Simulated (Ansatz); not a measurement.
The reference is Ge in the diamond structure (space group Fd-3m, No. 227).

```yaml
crystal:
  lattice:
    - [0.00000, 2.83808, 2.83808]
    - [2.83808, 0.00000, 2.83808]
    - [2.83808, 2.83808, 0.00000]
  atoms:
    - { symbol: Ge, position: [0.50000, 0.50000, 0.50000] }
    - { symbol: Ge, position: [0.75000, 0.75000, 0.75000] }
```

Calculations: PBEsol (Ansatz, a quantum-chemistry and plane-wave program, PAW, spin-orbit coupling left out).

One thing is altered: full substitution Ge → Sn, then cell and atoms are relaxed.

Measured lattice parameter a: Ge 5.644 Å (static lattice; corrected from measurement; as listed in Daniel Mejia-Rodriguez, S. B. Trickey, Phys. Rev. B (2018)); Sn 6.477 Å (static lattice; corrected from measurement; as listed in Daniel Mejia-Rodriguez, S. B. Trickey, Phys. Rev. B (2018)).

Question: How well does PBEsol reproduce the measured shift?

Answer: With PBEsol the lattice parameter a moves by +0.864 Å (5.676 → 6.540) against +0.833 Å measured.

Whether these cells are dynamically stable was not tested.
